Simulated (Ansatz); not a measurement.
# SiH2 (SMILES [H][Si][H]): BCCD(T)/3-21G

What is the vertical singlet–triplet gap of SiH2 at BCCD(T)/3-21G? 

Program for the calculation: Ansatz 0.2.0.

61 further runs of the same task are left out: 61 set aside as unsound or not needed.

## (1) The system as given

SiH2: 3 atoms, total charge 0, spin state singlet. As SMILES, `[H][Si][H]`. The coordinates come from a GFN2-xTB relaxation.

Bond lengths: Si1–H2 1.486 Å, Si1–H3 1.485 Å. Angles: H2–Si1–H3 97.1°.

## (2) The energy at BCCD(T)/3-21G

molecule.yaml reads:

```yaml
crystal:
  periodic: [false, false, false]
  atoms:
    - {symbol: Si, position_ang: [0.005220, -0.008160, -0.655700]}
    - {symbol: H, position_ang: [1.110230, -0.020010, 0.337410]}
    - {symbol: H, position_ang: [-1.115450, 0.028170, 0.318290]}
basis:
  gaussian: {orbitals: 3-21G.json}
correlation: {method: bccd_t, frozen_orbitals: {H: 0, Si: 5}}
accuracy: high
scf: {omitted_lower_state_checks: [cluster_reference, increment]}
```

The basis set 3-21G is read from a file made from the Basis Set Exchange's data (not shown).

On the command line:

```bash
$ ansatz run molecule.yaml --threads 1 --pin off --max-ram 2610MiB --events-out events.jsonl --progress --plain --runs-dir runs
```

The log of the run, shortened:

```text
Warning: RAYON_NUM_THREADS=1 ignored (pool sized by the plan → 1); use --threads N
Functional definition: HF
  name "HF"
[...]
330 factors; integrals over basis functions are off by at most 2.8e-9 eV
[...]
mean field -7850.01691348 eV, -288.4828006378 hartree, gradient 1.1e-8 eV, S^2 0.000000; 0 other end points of the search recorded, 0 dependent functions left out; unrestricted orbitals would lower it
5 core orbitals not correlated: weight in the atoms' cores, before any rotation towards them, 1.000 or more for the frozen orbitals, at most 0.000 for the correlated occupied ones
reference -7850.01691348 eV, -288.4828006378 hartree; 3, 3 occupied and 9, 9 virtual orbitals, 330 factors
second order -1.19402463 eV of doubles, -0.00000000 eV of singles
cycle   1  -1.52567878 eV  change   -3.3e-1 eV  update   5.5e-2
[...]
cycle  19  -1.71607182 eV  change  -3.3e-10 eV  update  1.0e-10
perturbative correction -0.01584238 eV, -0.0005821967 hartree
Total energy: -7851.74882768 eV, -288.5464473107 hartree
Checks for a lower state left out: cluster_reference, increment
```

Wall time 0.2 s (1 thread of Arm Neoverse V1, shared host).

## (3) The triplet at the same level

job.yaml reads:

```yaml
crystal:
  periodic: [false, false, false]
  atoms:
    - {symbol: Si, position_ang: [0.005220, -0.008160, -0.655700]}
    - {symbol: H, position_ang: [1.110230, -0.020010, 0.337410]}
    - {symbol: H, position_ang: [-1.115450, 0.028170, 0.318290]}
basis:
  gaussian: {orbitals: 3-21G.json}
magnetization: {spin_polarized: true, initial_magnetization: 2}
correlation: {method: bccd_t, frozen_orbitals: {H: 0, Si: 5}}
accuracy: high
scf: {omitted_lower_state_checks: [cluster_reference, increment]}
```

The basis set 3-21G is read from a file made from the Basis Set Exchange's data (not shown).

On the command line:

```bash
$ ansatz run job.yaml --threads 1 --pin off --max-ram 2610MiB --events-out events.jsonl --progress --plain --runs-dir runs
```

The log of the run, shortened:

```text
Warning: RAYON_NUM_THREADS=1 ignored (pool sized by the plan → 1); use --threads N
Functional definition: HF
  name "HF"
[...]
330 factors; integrals over basis functions are off by at most 2.8e-9 eV
[...]
mean field -7849.70818513 eV, -288.4714550802 hartree, gradient 2.8e-8 eV, S^2 2.005947; 0 other end points of the search recorded, 0 dependent functions left out
5 core orbitals not correlated: weight in the atoms' cores, before any rotation towards them, 1.000 or more for the frozen orbitals, at most 0.000 for the correlated occupied ones
reference -7849.70818513 eV, -288.4714550802 hartree; 4, 2 occupied and 8, 10 virtual orbitals, 330 factors
second order -0.98181357 eV of doubles, -0.00000000 eV of singles
cycle   1  -1.25821616 eV  change   -2.8e-1 eV  update   4.6e-2
[...]
cycle  19  -1.40957238 eV  change  -7.9e-11 eV  update  5.5e-10
perturbative correction -0.01448823 eV, -0.0005324325 hartree
Total energy: -7851.13224573 eV, -288.5237883421 hartree
Checks for a lower state left out: cluster_reference, increment
```

Run time: 0.34 s. Hardware: 1 thread of Arm Neoverse V1, shared host.

## (4) Results

At BCCD(T)/3-21G, 5 core orbitals frozen:

```
                                            quantity          value
                               singlet: total energy  -288.54645 Eh
singlet: correlation energy (5 core orbitals frozen)      -63.6 mEh
                             singlet: (T) correction      -0.58 mEh
                               triplet: total energy  -288.52379 Eh
triplet: correlation energy (5 core orbitals frozen)      -52.3 mEh
                             triplet: (T) correction      -0.53 mEh
          triplet: ⟨S²⟩ of the reference determinant          2.006
    vertical energy of the triplet above the singlet       0.617 eV
```

**Reading.** At this shape the triplet lies 0.62 eV (14.2 kcal/mol) above the singlet. The restricted solution (singlet) is unstable to spin breaking: an unrestricted one lies lower. The triples (singlet) make up 0.9 % of the correlation energy. The triples (triplet) make up 1.0 % of the correlation energy.
